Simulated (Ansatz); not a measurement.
Reaction (formal exchange of groups at a C–O bond): `CC(C)(O)Cl` + CH₄ → `CC(C)(C)Cl` + H₂O

Gas-phase electronic energies from Ansatz, PBE0-D4/def2-TZVP geometries. CBS: MP2 limit from def2 TZ/QZ plus the TZ coupled-cluster correction, frozen cores. This one scheme is used for every species. DFT in def2-TZVPP. B3LYP here is the variant with VWN-RPA as its local correlation; programs differ in this. One conformer a species, not always the lowest.

`CC(C)(O)Cl`:

Z-matrix (Å, degrees):
```
C
C 1 1.513
H 1 1.093 2 108.8
H 1 1.090 2 111.0 3 120.2
H 1 1.092 2 110.7 3 -119.7
C 2 1.508 1 113.6 3 -61.9
O 2 1.381 1 112.4 3 60.6
Cl 2 1.847 1 106.5 3 179.9
H 6 1.089 2 109.9 1 -179.1
H 6 1.089 2 110.6 1 -58.4
H 6 1.093 2 108.9 1 61.7
H 7 0.963 2 108.9 1 50.9
```

CH₄:

Z-matrix (Å, degrees):
```
C
H 1 1.090
H 1 1.090 2 109.5
H 1 1.090 2 109.5 3 -120.0
H 1 1.090 2 109.5 3 120.0
```

`CC(C)(C)Cl`:

Cartesian coordinates in Å:
```
C -0.212 -0.281 -1.409
C 0.321 0.086 -0.038
C -0.402 1.287 0.538
C 0.279 -1.096 0.910
Cl 2.069 0.554 -0.244
H -0.139 0.564 -2.095
H 0.342 -1.120 -1.831
H -1.264 -0.569 -1.324
H -0.331 2.144 -0.133
H 0.016 1.568 1.505
H -1.460 1.043 0.676
H -0.760 -1.406 1.059
H 0.703 -0.833 1.881
H 0.837 -1.941 0.505
```

H₂O:

```xyz
3

O    -0.371    0.100    0.063
H     0.058   -0.053   -0.782
H     0.313   -0.047    0.720
```

| level | ΔE (kJ/mol) |
| --- | --- |
| B3LYP-D4 | -9.0 |
| CCSD/def2-TZVPP | -20.1 |

Task: What does CCSD(T)/CBS give? (An estimate is asked.)

Result: Ansatz gave: -23.9 kJ/mol. The listed levels differ from it by 14.9, 3.8 kJ/mol.

Task: What do rigid-rotor, harmonic-oscillator terms from PBE0-D4/def2-TZVP frequencies (298.15 K, 1 bar) make of the CCSD(T)/CBS value? (An estimate is asked.)

Result: The calculation gave: ΔZPE = +0.6 kJ/mol, ΔH = -22.6 kJ/mol, ΔS = -2 J/(mol·K), ΔG = -22.1 kJ/mol.

Largest T1 diagnostic among the species: 0.010.

At CCSD(T), def2-SVP lies +18.3 kJ/mol from the extrapolated value and def2-TZVPP +4.1 kJ/mol. From BLYP to BHLYP (50 % exact exchange), in def2-TZVPP and without D4, ΔE moves by −10.0 kJ/mol.

CCSD(T)/CBS has its own doubt, a few kJ/mol and more with outer-core shells, so smaller differences from it don't rank the levels.
